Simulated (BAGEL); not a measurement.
# C2H3ClF2 (2-chloro-1,1-difluoroethane) at 4 levels

We compute a comparison of 4 runs (B3LYP/6-31G*, B3LYP/cc-pVDZ, PBE0/cc-pVDZ, RI-MP2/cc-pVDZ) of C2H3ClF2 (2-chloro-1,1-difluoroethane). 

The calculation is run with BAGEL 1.2.2.

1 further run of the same task is left out (it didn't finish). Runs told in other sessions of the task aren't counted.

## (1) Starting point

C2H3ClF2: 8 atoms, total charge 0, spin state singlet. SMILES: `FC(F)CCl`. Geometry: relaxed at GFN2-xTB. This is one conformer, not always the lowest.

Bond lengths: F1–C2 1.349 Å, C2–F3 1.356 Å, C2–C4 1.522 Å, C4–Cl5 1.777 Å, C2–H6 1.100 Å, C4–H7 1.090 Å, C4–H8 1.091 Å. Some angles: F1–C2–F3 106.2°, F1–C2–C4 111.3°, F3–C2–C4 109.4°, C2–C4–Cl5 110.0°, F1–C2–H6 108.2°, F3–C2–H6 108.1°, C4–C2–H6 113.4°, C2–C4–H7 109.3°, C2–C4–H8 109.9°, Cl5–C4–H7 108.5°.

## (2) A single-point energy at B3LYP/6-31G(d) (density fitting with qzvpp-jkfit, spherical functions) (run 1)

input.json

```json
{ "bagel": [

{
  "title": "molecule",
  "basis": "6-31gs.json",
  "df_basis": "qzvpp-jkfit",
  "angstrom": "true",
  "geometry": [
    { "atom": "F", "xyz": [   -0.544760,    0.193240,    1.646980 ] },
    { "atom": "C", "xyz": [    0.364900,    0.029550,    0.664580 ] },
    { "atom": "F", "xyz": [    1.043720,   -1.105730,    0.963000 ] },
    { "atom": "C", "xyz": [   -0.309110,   -0.127320,   -0.691280 ] },
    { "atom": "Cl", "xyz": [   -0.859460,    1.455510,   -1.282260 ] },
    { "atom": "H", "xyz": [    1.071940,    0.871740,    0.706560 ] },
    { "atom": "H", "xyz": [    0.407980,   -0.532670,   -1.405150 ] },
    { "atom": "H", "xyz": [   -1.175200,   -0.784330,   -0.602440 ] }
  ]
},
{ "title": "ks", "xc_func": "b3lyp" },
{ "title": "print", "file": "orbitals.molden", "orbitals": "true" }

]}
```

The basis set 6-31G* is read from a file made from the Basis Set Exchange's data (not shown).

Started as:

```
$ BAGEL_NUM_THREADS=1 BAGEL input.json > input.out
```

Output:

```text
* using 1 threads per process

  ===============================================================
  ===============================================================

  *** Geometry ***

  { "atom" : "F", "xyz" : [     -1.029447,      0.365171,      3.112341 ] },
  { "atom" : "C", "xyz" : [      0.689561,      0.055841,      1.255874 ] },
  { "atom" : "F", "xyz" : [      1.972345,     -2.089527,      1.819806 ] },
[... 4 lines of this table left out ...]
  { "atom" : "H", "xyz" : [     -2.220806,     -1.482169,     -1.138447 ] },

  Number of auxiliary basis functions:      486

  Since a DF basis is specified, we compute 2- and 3-index integrals:
    o Being stored without compression. Storage requirement is 0.025 GB

  Number of basis functions:       80
  Number of electrons      :       50

    * METHOD: MOLECULE                             0.40

  *** Kohn-Sham DFT ***

    * Removing 15615 points whose weight is below 1.00e-10
    * Grid points: 103633

  === Nuclear Repulsion ===
   231.4452791031

       - DIIS with orbital gradients will be used.

  === KS iteration (b3lyp / 6-31gs.json) ===
      0       -710.20615867          0.12890924           0.54
      1       -663.54946493          0.19350680           0.51
      2       -656.94056018          0.22208459           0.51
[... 16 lines of this table left out ...]
     19       -737.88220356          0.00000001           0.53
    * SCF iteration converged.

    * Permanent dipole moment:
           (   -0.263944,     0.251453,     0.342968) a.u.

    * METHOD: KS                                  11.36

    * METHOD: PRINT                                0.02

  ===============================================================
```

Run time: 12 s. Hardware: 1 thread of Arm Neoverse N1, shared host; peak memory 0.42 GiB.

## (3) A single-point energy at B3LYP/cc-pVDZ (density fitting with qzvpp-jkfit) (run 2)

dft.json

```json
{ "bagel": [

{
  "title": "molecule",
  "basis": "cc-pvdz.json",
  "df_basis": "qzvpp-jkfit",
  "angstrom": true,
  "geometry": [
    { "atom": "F", "xyz": [   -0.544760,    0.193240,    1.646980 ] },
    { "atom": "C", "xyz": [    0.364900,    0.029550,    0.664580 ] },
    { "atom": "F", "xyz": [    1.043720,   -1.105730,    0.963000 ] },
    { "atom": "C", "xyz": [   -0.309110,   -0.127320,   -0.691280 ] },
    { "atom": "Cl", "xyz": [   -0.859460,    1.455510,   -1.282260 ] },
    { "atom": "H", "xyz": [    1.071940,    0.871740,    0.706560 ] },
    { "atom": "H", "xyz": [    0.407980,   -0.532670,   -1.405150 ] },
    { "atom": "H", "xyz": [   -1.175200,   -0.784330,   -0.602440 ] }
  ]
},
{ "title": "ks", "xc_func": "b3lyp" },
{ "title": "print", "file": "orbitals.molden", "orbitals": true }

]}
```

The basis set cc-pVDZ is read from a file made from the Basis Set Exchange's data (not shown).

Started as:

```
$ BAGEL_NUM_THREADS=1 BAGEL dft.json > dft.out
```

Output:

```text
* using 1 threads per process

  ===============================================================
  ===============================================================

  *** Geometry ***

  { "atom" : "F", "xyz" : [     -1.029447,      0.365171,      3.112341 ] },
  { "atom" : "C", "xyz" : [      0.689561,      0.055841,      1.255874 ] },
  { "atom" : "F", "xyz" : [      1.972345,     -2.089527,      1.819806 ] },
[... 4 lines of this table left out ...]
  { "atom" : "H", "xyz" : [     -2.220806,     -1.482169,     -1.138447 ] },

  Number of auxiliary basis functions:      486

  Since a DF basis is specified, we compute 2- and 3-index integrals:
    o Being stored without compression. Storage requirement is 0.031 GB

  Number of basis functions:       89
  Number of electrons      :       50

    * METHOD: MOLECULE                             0.41

  *** Kohn-Sham DFT ***

    * Removing 15615 points whose weight is below 1.00e-10
    * Grid points: 103633

  === Nuclear Repulsion ===
   231.4452791031

       - DIIS with orbital gradients will be used.

  === KS iteration (b3lyp / cc-pvdz.json) ===
      0       -709.49418655          0.09840290           0.60
      1       -662.39073086          0.23660191           0.59
      2       -662.32082977          0.19809029           0.60
[... 16 lines of this table left out ...]
     19       -737.92699307          0.00000000           0.61
    * SCF iteration converged.

    * Permanent dipole moment:
           (   -0.247883,     0.187294,     0.385884) a.u.

    * METHOD: KS                                  13.07

    * METHOD: PRINT                                0.03

  ===============================================================
```

It took 14 s on 1 thread of Arm Neoverse N1, shared host; peak memory 0.45 GiB.

Run 3 isn't shown in full; the table further down has it.

## (4) The energy at RI-MP2/cc-pVDZ (density fitting with qzvpp-jkfit) (run 4)

job.json

```json
{ "bagel": [

{
  "title": "molecule",
  "basis": "cc-pvdz.json",
  "df_basis": "qzvpp-jkfit",
  "angstrom": true,
  "geometry": [
    { "atom": "F", "xyz": [   -0.544760,    0.193240,    1.646980 ] },
    { "atom": "C", "xyz": [    0.364900,    0.029550,    0.664580 ] },
    { "atom": "F", "xyz": [    1.043720,   -1.105730,    0.963000 ] },
    { "atom": "C", "xyz": [   -0.309110,   -0.127320,   -0.691280 ] },
    { "atom": "Cl", "xyz": [   -0.859460,    1.455510,   -1.282260 ] },
    { "atom": "H", "xyz": [    1.071940,    0.871740,    0.706560 ] },
    { "atom": "H", "xyz": [    0.407980,   -0.532670,   -1.405150 ] },
    { "atom": "H", "xyz": [   -1.175200,   -0.784330,   -0.602440 ] }
  ]
},
{
  "title": "hf"
},
{
  "title": "mp2",
  "ncore": 9
}

]}
```

The basis set cc-pVDZ is read from a file made from the Basis Set Exchange's data (not shown).

Started as:

```
$ BAGEL_NUM_THREADS=1 BAGEL job.json > job.out
```

Output:

```text
* using 1 threads per process

  ===============================================================
  ===============================================================

  *** Geometry ***

  { "atom" : "F", "xyz" : [     -1.029447,      0.365171,      3.112341 ] },
  { "atom" : "C", "xyz" : [      0.689561,      0.055841,      1.255874 ] },
  { "atom" : "F", "xyz" : [      1.972345,     -2.089527,      1.819806 ] },
[... 4 lines of this table left out ...]
  { "atom" : "H", "xyz" : [     -2.220806,     -1.482169,     -1.138447 ] },

[... 23 lines left out ...]
    * SCF iteration converged.
[... 1 line left out ...]
    * Permanent dipole moment:
[... 2 lines left out ...]
    * METHOD: HF                                   1.88

  *** RHF ***

  === Nuclear Repulsion ===
   231.4452791031

      * DIIS with orbital gradients will be used.

  === RHF iteration (cc-pvdz.json) ===
      0       -735.87608981          0.00000000           0.11
    * SCF iteration converged.

    * Permanent dipole moment:
           (   -0.302124,     0.168813,     0.495475) a.u.

  === DF-MP2 calculation ===

    * freezing 9 orbitals
    * 3-index integral transformation done
    * assembly done

      MP2 correlation energy:   -0.7795314150      0.09

      MP2 total energy:       -736.6556212201

    * METHOD: MP2                                  0.34

  ===============================================================
```

Wall time 2.8 s (1 thread of Arm Neoverse N1, shared host); peak memory 0.12 GiB.

## (5) The series

```
run                                                                 level  frozen core orbitals  energy (Eh)  dipole moment (D)  HOMO energy (eV)  LUMO energy (eV)  wall time
  1  B3LYP/6-31G* (density fitting with qzvpp-jkfit, spherical functions)                     –  -737.882204               1.27             -8.52              0.38       12 s
  2                      B3LYP/cc-pVDZ (density fitting with qzvpp-jkfit)                     –  -737.926993               1.26             -8.51              0.37       14 s
  3                       PBE0/cc-pVDZ (density fitting with qzvpp-jkfit)                     –  -737.486026               1.29             -8.84              0.61       14 s
  4                     RI-MP2/cc-pVDZ (density fitting with qzvpp-jkfit)                     9  -736.655621                  –                 –                 –      2.8 s
```

## (6) What came out

| quantity | value |
| --- | --- |
| run 4: total energy | -736.65562 Eh |
| run 4: correlation energy (9 core orbitals frozen) | -779.5 mEh |

In words: Over runs 1, 2, 3 the dipole moment (its size) runs from 1.26 D (B3LYP/cc-pVDZ) to 1.29 D (PBE0/cc-pVDZ). Over runs 1, 2, 3 the HOMO–LUMO gap runs from 8.88 eV (B3LYP/cc-pVDZ) to 9.45 eV (PBE0/cc-pVDZ). Totals of different functionals can't be ranked against each other. All runs together took 42 s, the longest 14 s.
